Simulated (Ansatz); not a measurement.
**NH2Cl (triplet): wave-function methods side by side at distance Cl1–H2 along a hydrogen transfer = 1.466 Å, cc-pVDZ**

One table from this session's results is given with a row withheld; the runs are named, their logs left out.

The runs use Ansatz 0.2.0, Gaussian basis; cc-pVDZ, core rule «outside noble gas», up to 6 orbitals frozen.

To be run: UHF; CCSD(T) on ROHF; CCSD(T) on UHF; BCCD(T) on ROHF; CISD; CCSDT(Q) on ROHF; CCSDT(Q) on UHF; CASSCF and MRCISD+Q, 4 electrons in 4 orbitals; CASSCF and NEVPT2, 4 electrons in 4 orbitals; CASSCF and MRCISD+Q, 14 electrons in 10 orbitals; CASSCF and NEVPT2, 14 electrons in 10 orbitals.

10 further runs of the same task are left out: 9 that didn't finish, 1 set aside as unsound or not needed.

## What is computed

The geometry derives from fragments relaxed apart (PBE0/def2-TZVP) and kept rigid, so it is no stationary point. A hydrogen atom is moved between rigid fragments.

4 atoms, charge 0, spin multiplicity 3.

Atoms are counted from 1 here; the program's logs count them from 0.

Bond lengths: Cl1–H2 1.466 Å, N3–H4 1.040 Å.

Set-up of the first run:

The input, in.yaml:

```yaml
crystal:
  periodic: [false, false, false]
  atoms:
    - {symbol: Cl, position_ang: [-1.920270, 0.251057, 0.000000]}
    - {symbol: H, position_ang: [-0.454270, 0.251057, 0.000000]}
    - {symbol: N, position_ang: [1.052730, 0.251057, 0.000000]}
    - {symbol: H, position_ang: [1.321811, -0.753170, 0.000000]}
basis:
  gaussian: {orbitals: cc-pVDZ}
magnetization: {spin_polarized: true, initial_magnetization: 2}
hamiltonian: {xc: hf}
output: {orbitals: {seedname: orbitals}}
```

Run with:

```sh
$ ansatz run in.yaml --threads 1 --pin off --events-out ev --progress --plain --max-ram 2393MiB
```

Steps of the session up to this table: UHF; CCSD(T) on ROHF; CCSD(T) on UHF; BCCD(T) on ROHF; CISD; CCSDT(Q) on ROHF; CCSDT(Q) on UHF; CASSCF and MRCISD+Q, 4 electrons in 4 orbitals; CASSCF and NEVPT2, 4 electrons in 4 orbitals; CASSCF and MRCISD+Q, 14 electrons in 10 orbitals; CASSCF and NEVPT2, 14 electrons in 10 orbitals.

One table of the session follows, with a row left open; its other results are not shown here.

```
          method  from UCCSDT(Q) (kJ/mol)
            ROHF                   +815.3
             UHF                   +793.5
            RMP2                   +111.0
            UMP2                   +110.1
            CISD                    +81.2
           RCCSD                        ?
           UCCSD                    +17.5
        RCCSD(T)                     +3.4
        UCCSD(T)                     +3.2
         BCCD(T)                     +3.3
          RCCSDT                     +1.4
          UCCSDT                     +1.3
       RCCSDT(Q)                     +0.1
       UCCSDT(Q)                        0
  CASSCF valence                   +681.4
  NEVPT2 valence                   +135.3
  MRCISD valence                    +54.4
MRCISD+Q valence                     +3.0
```

**Question.** Estimate the row for RCCSD.

The run gave: from UCCSDT(Q) (kJ/mol): +18.0. In the column «from UCCSDT(Q) (kJ/mol)» it lies between UCCSD (+17.5) and MRCISD valence (+54.4).

Left out of the table: CASSCF pair, NEVPT2 pair, MRCISD pair, MRCISD+Q pair (the active space lost an orbital or holds another state than full CI finds).

To keep in mind: Restricted and unrestricted rows rest on different reference determinants; where their highest levels disagree by more than a few hundredths of an eV, they describe different states and don't form one ladder. Warnings in the runs' records: passed over end.
